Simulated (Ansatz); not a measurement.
Ansatz (a first-principles code) input (B3LYP-D3(BJ)/def2-TZVP):

Ansatz 0.2 input:
```yaml
crystal:
  periodic: [false, false, false]
  atoms:
    - {symbol: C, position_ang: [-0.96142764, -0.07408188, 0.00453613]}
    - {symbol: O, position_ang: [-0.85735742, -1.25548595, -0.00924374]}
    - {symbol: O, position_ang: [-0.05212715, 0.87060609, 0.01001768]}
    - {symbol: C, position_ang: [1.34142425, 0.42227939, -0.00276589]}
    - {symbol: H, position_ang: [1.93434146, 1.33069918, 0.00407556]}
    - {symbol: H, position_ang: [1.53575754, -0.18039527, 0.88215728]}
    - {symbol: H, position_ang: [1.52579788, -0.16045005, -0.90304583]}
basis:
  gaussian:
    orbitals: def2-TZVP
hamiltonian:
  xc: b3lyp
  dispersion: d3bj
magnetization: {spin_polarized: true, initial_magnetization: 1}
phonons: {temperatures: {t_min: 298.15, t_max: 298.15, t_step: 100}}
```

Output:

```
Functional definition: B3LYP
integrals: 0.04 GiB planned
794 factors; their error is unknown
mean field: 0.61 GiB planned
mean field evaluation 1: about -6212.0724 eV, gradient 4.0e1 eV
mean field evaluation 2: about -6203.0274 eV, gradient 6.5e1 eV
mean field evaluation 4: about -6217.6863 eV, gradient 4.5e0 eV
mean field evaluation 8: about -6217.7570 eV, gradient 1.2e-1 eV
mean field evaluation 16: about -6217.7600 eV, gradient 1.8e-4 eV
mean field -6217.75996317 eV, -228.4984640973 hartree, gradient 6.8e-5 eV, S^2 0.753344; 0 other end points of the search recorded, 0 dependent functions left out
the calculation of the forces begins
reference -6217.76017225 eV, -228.4984717809 hartree; 16, 15 occupied and 126, 127 virtual orbitals, 794 factors
these checks for a lower state are left out or cut short: stability, starts, cluster_reference, orbital_swaps, neighbouring_geometries, increment
integrals: 0.04 GiB planned
794 factors; their error is unknown
mean field: 0.61 GiB planned
mean field -6217.75966473 eV, -228.4984531298 hartree, gradient 2.0e-6 eV, S^2 0.753361; 0 other end points of the search recorded, 0 dependent functions left out
the calculation of the forces begins
reference -6217.75987378 eV, -228.4984608122 hartree; 16, 15 occupied and 126, 127 virtual orbitals, 794 factors
these checks for a lower state are left out or cut short: stability, starts, cluster_reference, orbital_swaps, neighbouring_geometries, increment
integrals: 0.04 GiB planned
794 factors; their error is unknown
mean field: 0.61 GiB planned
mean field evaluation 32: about -6217.7597 eV, gradient 1.4e-4 eV
mean field -6217.75967844 eV, -228.4984536337 hartree, gradient 1.8e-6 eV, S^2 0.753328; 0 other end points of the search recorded, 0 dependent functions left out
the calculation of the forces begins
reference -6217.75988755 eV, -228.4984613186 hartree; 16, 15 occupied and 126, 127 virtual orbitals, 794 factors
these checks for a lower state are left out or cut short: stability, starts, cluster_reference, orbital_swaps, neighbouring_geometries, increment
integrals: 0.04 GiB planned
794 factors; their error is unknown
mean field: 0.61 GiB planned
mean field -6217.75987550 eV, -228.4984608756 hartree, gradient 1.8e-6 eV, S^2 0.753339; 0 other end points of the search recorded, 0 dependent functions left out
the calculation of the forces begins
reference -6217.76008460 eV, -228.4984685599 hartree; 16, 15 occupied and 126, 127 virtual orbitals, 794 factors
these checks for a lower state are left out or cut short: stability, starts, cluster_reference, orbital_swaps, neighbouring_geometries, increment
integrals: 0.04 GiB planned
794 factors; their error is unknown
mean field: 0.61 GiB planned
mean field -6217.75992527 eV, -228.4984627046 hartree, gradient 1.9e-6 eV, S^2 0.753350; 0 other end points of the search recorded, 0 dependent functions left out
the calculation of the forces begins
reference -6217.76013433 eV, -228.4984703876 hartree; 16, 15 occupied and 126, 127 virtual orbitals, 794 factors
these checks for a lower state are left out or cut short: stability, starts, cluster_reference, orbital_swaps, neighbouring_geometries, increment
integrals: 0.04 GiB planned
794 factors; their error is unknown
mean field: 0.61 GiB planned
mean field -6217.75966917 eV, -228.4984532932 hartree, gradient 1.7e-6 eV, S^2 0.753328; 0 other end points of the search recorded, 0 dependent functions left out
the calculation of the forces begins
reference -6217.75987828 eV, -228.4984609777 hartree; 16, 15 occupied and 126, 127 virtual orbitals, 794 factors
these checks for a lower state are left out or cut short: stability, starts, cluster_reference, orbital_swaps, neighbouring_geometries, increment
integrals: 0.04 GiB planned
[...]
the calculation of the forces begins
reference -6217.76010577 eV, -228.4984693379 hartree; 16, 15 occupied and 126, 127 virtual orbitals, 794 factors
these checks for a lower state are left out or cut short: stability, starts, cluster_reference, orbital_swaps, neighbouring_geometries, increment
integrals: 0.04 GiB planned
794 factors; their error is unknown
mean field: 0.61 GiB planned
mean field -6217.75978959 eV, -228.4984577186 hartree, gradient 1.8e-6 eV, S^2 0.753345; 0 other end points of the search recorded, 0 dependent functions left out
the calculation of the forces begins
reference -6217.75999872 eV, -228.4984654037 hartree; 16, 15 occupied and 126, 127 virtual orbitals, 794 factors
these checks for a lower state are left out or cut short: stability, starts, cluster_reference, orbital_swaps, neighbouring_geometries, increment
integrals: 0.04 GiB planned
794 factors; their error is unknown
mean field: 0.61 GiB planned
mean field -6217.75977263 eV, -228.4984570953 hartree, gradient 1.8e-6 eV, S^2 0.753343; 0 other end points of the search recorded, 0 dependent functions left out
the calculation of the forces begins
reference -6217.75998168 eV, -228.4984647775 hartree; 16, 15 occupied and 126, 127 virtual orbitals, 794 factors
these checks for a lower state are left out or cut short: stability, starts, cluster_reference, orbital_swaps, neighbouring_geometries, increment
integrals: 0.04 GiB planned
794 factors; their error is unknown
mean field: 0.60 GiB planned
mean field evaluation 128: about -6217.7566 eV, gradient 2.4e-4 eV
mean field -6217.75982510 eV, -228.4984590234 hartree, gradient 1.9e-6 eV, S^2 0.753347; 0 other end points of the search recorded, 0 dependent functions left out
the calculation of the forces begins
reference -6217.76003412 eV, -228.4984667048 hartree; 16, 15 occupied and 126, 127 virtual orbitals, 794 factors
these checks for a lower state are left out or cut short: stability, starts, cluster_reference, orbital_swaps, neighbouring_geometries, increment
integrals: 0.04 GiB planned
794 factors; their error is unknown
mean field: 0.61 GiB planned
mean field -6217.75980291 eV, -228.4984582081 hartree, gradient 1.8e-6 eV, S^2 0.753342; 0 other end points of the search recorded, 0 dependent functions left out
the calculation of the forces begins
reference -6217.76001206 eV, -228.4984658941 hartree; 16, 15 occupied and 126, 127 virtual orbitals, 794 factors
these checks for a lower state are left out or cut short: stability, starts, cluster_reference, orbital_swaps, neighbouring_geometries, increment
integrals: 0.04 GiB planned
794 factors; their error is unknown
mean field: 0.61 GiB planned
mean field -6217.75989270 eV, -228.4984615078 hartree, gradient 1.8e-6 eV, S^2 0.753344; 0 other end points of the search recorded, 0 dependent functions left out
the calculation of the forces begins
reference -6217.76010185 eV, -228.4984691939 hartree; 16, 15 occupied and 126, 127 virtual orbitals, 794 factors
these checks for a lower state are left out or cut short: stability, starts, cluster_reference, orbital_swaps, neighbouring_geometries, increment
integrals: 0.04 GiB planned
794 factors; their error is unknown
mean field: 0.61 GiB planned
mean field -6217.75987182 eV, -228.4984607405 hartree, gradient 1.8e-6 eV, S^2 0.753344; 0 other end points of the search recorded, 0 dependent functions left out
the calculation of the forces begins
reference -6217.76008084 eV, -228.4984684217 hartree; 16, 15 occupied and 126, 127 virtual orbitals, 794 factors
these checks for a lower state are left out or cut short: stability, starts, cluster_reference, orbital_swaps, neighbouring_geometries, increment
integrals: 0.04 GiB planned
794 factors; their error is unknown
mean field: 0.61 GiB planned
mean field evaluation 160: about -6217.7599 eV, gradient 1.4e-4 eV
mean field -6217.75994645 eV, -228.4984634831 hartree, gradient 1.8e-6 eV, S^2 0.753345; 0 other end points of the search recorded, 0 dependent functions left out
the calculation of the forces begins
reference -6217.76015556 eV, -228.4984711677 hartree; 16, 15 occupied and 126, 127 virtual orbitals, 794 factors
these checks for a lower state are left out or cut short: stability, starts, cluster_reference, orbital_swaps, neighbouring_geometries, increment
integrals: 0.04 GiB planned
794 factors; their error is unknown
mean field: 0.61 GiB planned
mean field -6217.75992197 eV, -228.4984625834 hartree, gradient 1.8e-6 eV, S^2 0.753344; 0 other end points of the search recorded, 0 dependent functions left out
the calculation of the forces begins
reference -6217.76013103 eV, -228.4984702662 hartree; 16, 15 occupied and 126, 127 virtual orbitals, 794 factors
these checks for a lower state are left out or cut short: stability, starts, cluster_reference, orbital_swaps, neighbouring_geometries, increment
integrals: 0.04 GiB planned
794 factors; their error is unknown
mean field: 0.61 GiB planned
mean field -6217.75996171 eV, -228.4984640439 hartree, gradient 1.8e-6 eV, S^2 0.753344; 0 other end points of the search recorded, 0 dependent functions left out
the calculation of the forces begins
reference -6217.76017081 eV, -228.4984717282 hartree; 16, 15 occupied and 126, 127 virtual orbitals, 794 factors
these checks for a lower state are left out or cut short: stability, starts, cluster_reference, orbital_swaps, neighbouring_geometries, increment
integrals: 0.04 GiB planned
794 factors; their error is unknown
mean field: 0.61 GiB planned
mean field -6217.75992560 eV, -228.4984627169 hartree, gradient 1.8e-6 eV, S^2 0.753345; 0 other end points of the search recorded, 0 dependent functions left out
the calculation of the forces begins
reference -6217.76013467 eV, -228.4984703999 hartree; 16, 15 occupied and 126, 127 virtual orbitals, 794 factors
these checks for a lower state are left out or cut short: stability, starts, cluster_reference, orbital_swaps, neighbouring_geometries, increment
integrals: 0.04 GiB planned
794 factors; their error is unknown
mean field: 0.61 GiB planned
mean field -6217.75992281 eV, -228.4984626142 hartree, gradient 1.8e-6 eV, S^2 0.753344; 0 other end points of the search recorded, 0 dependent functions left out
the calculation of the forces begins
reference -6217.76013186 eV, -228.4984702967 hartree; 16, 15 occupied and 126, 127 virtual orbitals, 794 factors
these checks for a lower state are left out or cut short: stability, starts, cluster_reference, orbital_swaps, neighbouring_geometries, increment
integrals: 0.04 GiB planned
794 factors; their error is unknown
mean field: 0.61 GiB planned
mean field evaluation 192: about -6217.7565 eV, gradient 2.7e-1 eV
mean field -6217.75992029 eV, -228.4984625218 hartree, gradient 1.8e-6 eV, S^2 0.753345; 0 other end points of the search recorded, 0 dependent functions left out
the calculation of the forces begins
reference -6217.76012941 eV, -228.4984702065 hartree; 16, 15 occupied and 126, 127 virtual orbitals, 794 factors
these checks for a lower state are left out or cut short: stability, starts, cluster_reference, orbital_swaps, neighbouring_geometries, increment
integrals: 0.04 GiB planned
794 factors; their error is unknown
mean field: 0.61 GiB planned
mean field -6217.75989605 eV, -228.4984616309 hartree, gradient 1.8e-6 eV, S^2 0.753345; 0 other end points of the search recorded, 0 dependent functions left out
the calculation of the forces begins
reference -6217.76010518 eV, -228.4984693160 hartree; 16, 15 occupied and 126, 127 virtual orbitals, 794 factors
these checks for a lower state are left out or cut short: stability, starts, cluster_reference, orbital_swaps, neighbouring_geometries, increment
integrals: 0.04 GiB planned
794 factors; their error is unknown
mean field: 0.61 GiB planned
mean field -6217.75988085 eV, -228.4984610721 hartree, gradient 1.8e-6 eV, S^2 0.753344; 0 other end points of the search recorded, 0 dependent functions left out
the calculation of the forces begins
reference -6217.76008989 eV, -228.4984687543 hartree; 16, 15 occupied and 126, 127 virtual orbitals, 794 factors
Total energy: -6217.92358507 eV, -228.5044770912 hartree
Atom 0 at    -0.961428    -0.074082     0.004536 Å, force    -0.000438    -0.000925    -0.000008 eV/Å
Atom 1 at    -0.857357    -1.255486    -0.009244 Å, force    -0.000192     0.000055     0.000002 eV/Å
Atom 2 at    -0.052127     0.870606     0.010018 Å, force     0.000147     0.001073     0.000011 eV/Å
Atom 3 at     1.341424     0.422279    -0.002766 Å, force     0.000290     0.000038    -0.000001 eV/Å
Atom 4 at     1.934341     1.330699     0.004076 Å, force    -0.000039    -0.000093    -0.000001 eV/Å
Atom 5 at     1.535758    -0.180395     0.882157 Å, force     0.000117    -0.000074     0.000014 eV/Å
Atom 6 at     1.525798    -0.160450    -0.903046 Å, force     0.000117    -0.000074    -0.000017 eV/Å
Dipole moment:     0.526569     0.222870    -0.000448 e Å
Vibrations: 107.87 272.74 380.70 758.17 876.22 1134.13 1147.30 1189.90 1451.80 1484.06 1489.32 1836.32 3064.49 3145.92 3178.94 cm⁻¹, zero-point energy 1.333938 eV
```

It need not be the lowest isomer of its formula.
